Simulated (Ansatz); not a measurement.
Input for Ansatz (development build ahead of 0.2.0):

```yaml
crystal:
  periodic: [false, false, false]
  atoms:
    - { symbol: O, position_ang: [0.0, 0.0, -1.5855] }
    - { symbol: Si, position_ang: [0.0, 0.0, 0.0] }
    - { symbol: O, position_ang: [0.0, 0.0, 1.5855] }
basis:
  gaussian: { orbitals: def2-SVP }
magnetization:
  spin_polarized: true
hamiltonian:
  xc: hf
correlation:
  method: ccsd_t
  frozen_orbitals: { O: 1, Si: 5 }
scf:
  omitted_lower_state_checks: [starts, atomic_configurations, cluster_reference, orbital_swaps, given_window_search, neighbouring_geometries, increment]
```

The input is written out in the form of the current development build from the run's settings.

The run gave:

- Converged: yes
- Reference energy: -438.39424 hartree
- Correlation energy: -0.49673 hartree
- Total energy: -438.89097 hartree
- Stability test: minimum
